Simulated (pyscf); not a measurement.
Structures and frequencies: ωB97X-D3(BJ)/def2-SVP in PySCF. MP2 and CC: frozen core, UHF for open shells. ΔMP2 is the change of the MP2 total energy from the triple- to the quadruple-zeta basis.

**Question.** What is the homolytic dissociation enthalpy (298 K, CCSD(T)/def2-TZVPP + ΔMP2(QZVPP)) of the Be–H bond of `[BeH][CH3]`, to [Be–CH₃]• + H•?

**Answer.** Be–H to [Be–CH₃]• + H•: 92.9 kcal/mol. The radicals are drawn with the spin at the cut bond; how far it spreads was not checked. Other isomers of [Be–CH₃]• were not searched in full and may lie lower. The CCSD(T) − MP2 part came from Ansatz, without density fitting, on the same reference.
